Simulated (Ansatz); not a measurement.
C$_{5}$H$_{12}$S (`CCCSCC`). Total charge 0; spin multiplicity 1. All single points use the PBE0-D4/def2-TZVP geometry. It is one conformer, not always the lowest.

```xyz
18

C     2.504   -0.725    0.468
C     0.995   -0.834    0.621
C     0.288   -0.852   -0.722
S    -1.500   -1.077   -0.649
C    -2.038    0.414    0.219
C    -1.737    1.713   -0.500
H     2.905   -1.572   -0.096
H     2.784    0.188   -0.064
H     3.001   -0.709    1.440
H     0.732   -1.741    1.172
H     0.629    0.007    1.218
H     0.524    0.048   -1.298
H     0.635   -1.701   -1.319
H    -1.626    0.417    1.231
H    -3.118    0.274    0.323
H    -0.661    1.883   -0.588
H    -2.157    2.560    0.050
H    -2.160    1.708   -1.506
```

**Question.** What is the dipole moment at B3LYP/def2-TZVPP? (An estimate is asked.)

**Answer.** Ansatz gave: 1.65 D, with components (0.91, 1.20, 0.66) D in this frame, pointing from negative to positive charge.

**Question.** And with PBE, r2SCAN, ωB97M-V? (Estimate.)

**Answer.** Ansatz gave: PBE 1.64 D, r2SCAN 1.74 D, ωB97M-V 1.64 D.

**Question.** Give the Mulliken charges with B3LYP, r2SCAN, PBE in def2-TZVPP. (An estimate is asked.)

**Answer.** Computed: 
```tsv
atom	B3LYP	r2SCAN	PBE
C1	-0.25	-0.15	-0.26
C2	-0.08	-0.01	-0.09
C3	-0.12	-0.04	-0.11
S4	-0.14	-0.17	-0.15
C5	-0.12	-0.03	-0.12
C6	-0.24	-0.14	-0.24
H7	0.08	0.04	0.08
H8	0.07	0.04	0.08
H9	0.08	0.05	0.08
H10	0.06	0.03	0.07
H11	0.05	0.02	0.06
H12	0.08	0.06	0.08
H13	0.10	0.06	0.09
H14	0.08	0.05	0.09
H15	0.10	0.06	0.10
H16	0.07	0.04	0.08
H17	0.08	0.04	0.08
H18	0.08	0.05	0.09
```

B3LYP here is the variant with VWN-RPA as its local correlation; programs differ in this.
